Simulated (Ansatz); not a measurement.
# BSiH₂+ (singlet): from Hartree-Fock to the top rungs, cc-pVDZ

The task here is to estimate one member of a computed series from the others.

Method: cc-pVDZ, core rule «outside noble gas», up to 6 orbitals frozen; program: Ansatz 0.2.0, Gaussian basis.

The runs, in order: UHF; CCSD(T) on RHF; CCSD(T) on UHF; BCCD(T) on RHF; CISD; CCSDT(Q) on RHF; CCSDT(Q) on UHF; CCSDTQ on RHF; CCSDTQ on UHF.

7 further runs of the same task are left out: 2 for a known fault of the program, 5 set aside as unsound or not needed.

## The geometry

The geometry is a PBE0/def2-TZVP stationary point (not a proven minimum) of the parent state, kept for this charge and spin.

4 atoms, charge 1, spin multiplicity 1.

Atoms are counted from 1 here; the program's logs count them from 0.

Bond lengths: Si1–B2 1.925 Å, B2–H3 1.203 Å, B2–H4 1.203 Å. Angles: Si1–B2–H3 121.5°, Si1–B2–H4 121.5°, H3–B2–H4 117.1°.

The first run:

Contents of in.yaml:

```yaml
crystal:
  periodic: [false, false, false]
  atoms:
    - {symbol: Si, position_ang: [0.000000, 0.000000, 0.634524]}
    - {symbol: B, position_ang: [0.000000, 0.000000, -1.290679]}
    - {symbol: H, position_ang: [0.000000, -1.025810, -1.918468]}
    - {symbol: H, position_ang: [0.000000, 1.025810, -1.918468]}
basis:
  gaussian: {orbitals: cc-pVDZ}
total_charge: 1
magnetization: {spin_polarized: true, initial_magnetization: 0}
hamiltonian: {xc: hf}
output: {orbitals: {seedname: orbitals}}
```

The run is started by

```bash
$ ansatz run in.yaml --threads 1 --pin off --events-out ev --progress --plain --max-ram 2816MiB --backend cpu
```

Steps of the session up to this table: UHF; CCSD(T) on RHF; CCSD(T) on UHF; BCCD(T) on RHF; CISD; CCSDT(Q) on RHF; CCSDT(Q) on UHF; CCSDTQ on RHF; CCSDTQ on UHF.

One table of the session follows, with a row left open; its other results are not shown here.

It belongs to the step «Misses and costs». 

```
   method  from RCCSDTQ (meV)
      RHF             +4721.9
      UHF             +4522.0
     RMP2             +1197.6
     UMP2             +1319.8
     CISD              +451.8
    RCCSD              +131.7
    UCCSD                   ?
 RCCSD(T)               +30.6
 UCCSD(T)               +42.3
  BCCD(T)               +30.3
   RCCSDT                +6.4
   UCCSDT                +8.6
RCCSDT(Q)                +1.0
UCCSDT(Q)                +2.2
  RCCSDTQ                   0
  UCCSDTQ                +0.7
```

Estimate the missing values for UCCSD.

As computed: from RCCSDTQ (meV): +147.0. In the column «from RCCSDTQ (meV)» it lies between RCCSD (+131.7) and CISD (+451.8).

Limits of these values: The determinant is far from a pure spin state, so its energy mixes those of several spin states (harmless only where they are near-degenerate, as at dissociation). Restricted and unrestricted rows rest on different reference determinants; where their highest levels disagree by more than a few hundredths of an eV, they describe different states and don't form one ladder.
